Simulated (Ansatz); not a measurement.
System: rock-salt ZrC. Method: r²SCAN in Ansatz (PAW).

Numerical settings: plane-wave cutoff 600 eV, 16×16×16 k mesh, Fermi–Dirac smearing 0.1 eV, finite displacements, scalar-relativistic PAW data made under PBE.

Cell (relaxed at this level):

```
ZrC
1.0
    0.00000     2.35572     2.35572
    2.35572     0.00000     2.35572
    2.35572     2.35572     0.00000
Zr C
1 1
Direct
  0.00000   0.00000   0.00000
  0.50000   0.50000   0.50000
```

Question: What does this level give for the zone-centre TO phonon frequency?

Answer: 
- zone-centre TO phonon frequency = 406 cm⁻¹

Ansatz is a first-principles code.
